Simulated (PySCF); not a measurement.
Species: oxonium, H3O (charge +1).
SMILES: `[OH3+]`

Method: TDDFT CAM-B3LYP/def2-SVPD, vertical, gas phase, core orbitals frozen in the response (PySCF). Geometry: GFN2-xTB; no solvent, vibrations or thermal averaging.

Each state is given a Gaussian of 0.5 eV full width at half maximum, with ε(max) = 2.175×10⁸ f / Δν̃ (Δν̃ the width in cm⁻¹). The width is an assumption, not a result. The curve ends short of the highest state used, and states not computed would add to its high-energy end.

```csv
E (eV),ε (L mol⁻¹ cm⁻¹)
10.71,4
10.93,94
11.16,799
11.38,2065
11.60,1825
11.82,551
12.04,57
12.26,2
12.48,0
12.70,0
12.92,1
13.14,36
13.36,342
13.58,1114
13.80,1241
14.02,472
14.24,61
14.46,3
14.68,0
14.90,0
15.12,0
15.34,0
15.56,0
15.78,0
```

Problem. Where are the band maxima, and which computed states make them?

Solution. 108 nm (11.46 eV), ε about 2200, made up of S1 (100%); 90 nm (13.71 eV), ε about 1400, made up of S2 (50%) and S3 (50%) (ε in L mol⁻¹ cm⁻¹; maxima over ε = 5, shares over 10%). At its high-energy end, 15.78 eV, the curve is still rising (ε about 0.47, from S4, S5 and S6). The states used: S1 11.46 eV (f 0.041); S2 13.71 eV (f 0.013); S3 13.71 eV (f 0.013); S4 16.37 eV (f 0.0002); S5 16.38 eV (f 0.0001); S6 16.38 eV (f 0.0001).

Problem. What would ε be at 11.46 eV, the highest of these maxima, with half the width (0.25 eV)?

Solution. About 4470 L mol⁻¹ cm⁻¹ against 2240, a factor of about 2.00; a lone state at its own centre would give exactly 2.

Problem. Coming from long wavelengths, where does ε first pass 100 L mol⁻¹ cm⁻¹?

Solution. At about 113 nm (10.94 eV), 0.53 eV below S1.
